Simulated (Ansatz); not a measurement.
The input, for Ansatz 0.2.0:

```yaml
crystal:
  periodic: [false, false, false]
  atoms:
    - {symbol: C, position_ang: [0.000000, 0.000000, 0.000000]}
    - {symbol: F, position_ang: [0.000000, 0.000000, 1.315900]}
basis:
  gaussian: {orbitals: 6-31G}
total_charge: 1
magnetization: {spin_polarized: true, initial_magnetization: 2}
correlation: {method: ccsdtq, electrons: outside_noble_gas}
```

```sh
$ ansatz run in.yaml --threads 1 --pin off --events-out ev --progress --plain --max-ram 2393MiB
```

Log:

```
344 factors; integrals over basis functions are off by at most 4.3e-8 eV
mean field evaluation 1: about -3712.5073 eV, gradient 3.8e1 eV
mean field evaluation 2: about -3712.5248 eV, gradient 3.8e1 eV
mean field evaluation 4: about -3718.3178 eV, gradient 3.3e0 eV
mean field evaluation 8: about -3718.4976 eV, gradient 1.3e-1 eV
mean field evaluation 16: about -3712.5067 eV, gradient 3.8e1 eV
mean field evaluation 32: about -3715.1473 eV, gradient 1.1e-5 eV
mean field evaluation 64: about -3716.1116 eV, gradient 2.9e0 eV
mean field evaluation 96: about -3715.1473 eV, gradient 9.9e-3 eV
mean field evaluation 128: about -3715.4388 eV, gradient 1.0e-1 eV
mean field evaluation 160: about -3715.1463 eV, gradient 3.1e-1 eV
...
cycle  15  -4.94191513 eV  change    2.0e-5 eV  update   1.7e-5
cycle  16  -4.94192610 eV  change   -1.1e-5 eV  update   1.2e-5
cycle  17  -4.94192940 eV  change   -3.3e-6 eV  update   6.7e-6
cycle  18  -4.94192922 eV  change    1.7e-7 eV  update   3.5e-6
cycle  19  -4.94192970 eV  change   -4.8e-7 eV  update   2.0e-6
cycle  20  -4.94193054 eV  change   -8.4e-7 eV  update   1.2e-6
cycle  21  -4.94193020 eV  change    3.4e-7 eV  update   7.2e-7
cycle  22  -4.94192973 eV  change    4.7e-7 eV  update   6.1e-7
cycle  23  -4.94192931 eV  change    4.3e-7 eV  update   4.1e-7
cycle  24  -4.94192886 eV  change    4.5e-7 eV  update   2.8e-7
Total energy: -3723.44303968 eV, -136.8340078680 hartree
```

For the same geometry and basis full CI lies 1.8 meV higher.

Ran on 1 thread of Arm Neoverse V1, shared host: 38 s wall, 0.37 GiB peak host memory.
